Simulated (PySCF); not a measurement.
Numbering as in the mapped SMILES `[O:1]=[S:2](=[O:3])([F:4])[F:5]`.

Geometry: PBE0-D3(BJ)/def2-SVP; GIAO shifts from PySCF, gas phase, non-relativistic, averaged over equivalent atoms.

At PBE0/pcSseg-1 (92 basis functions, 4.1 s wall time on 1 thread of an Arm Neoverse V1, shared host):
| atoms | δ (ppm) |
| --- | --- |
| O1/O3 | 253.3 |
| S2 | 313.6 |
| F4/F5 | 70.9 |

Chemical shifts δ = σref − σ; 17O (σref 334.56) against H2O; 33S (σref 495.66) against CS2; CFCl3 for 19F (σref 177.25), all at this level.

Question: Predict the values at mPW1PW91/pcSseg-2 on the same geometry.

Answer: 
```
atoms  δ at mPW1PW91/pcSseg-2  change
O1/O3                   236.5   -16.8
   S2                   335.5   +21.9
F4/F5                    71.5    +0.6
```

Shifts are taken against calculated references (same method and geometry level): 17O (σ = 327.10 ppm) vs H2O; 33S (σ = 499.37 ppm) against CS2; 19F (σ = 177.19 ppm) against CFCl3.

The largest change is at S2 (sulfonyl sulfur). Cost: 187 basis functions, 9.7 s wall time on 1 thread of an Arm Neoverse V1, shared host.

Unscaled 19F shifts against computed CFCl3 carry errors that often reach 10 to 50 ppm. Unscaled 17O shifts of doubly bonded oxygen tend to come out too high, by tens of ppm or more. Experimental scales use liquid or dissolved standards, which lie at an offset from isolated H2O (liquid H2O: subtract about 36 ppm).
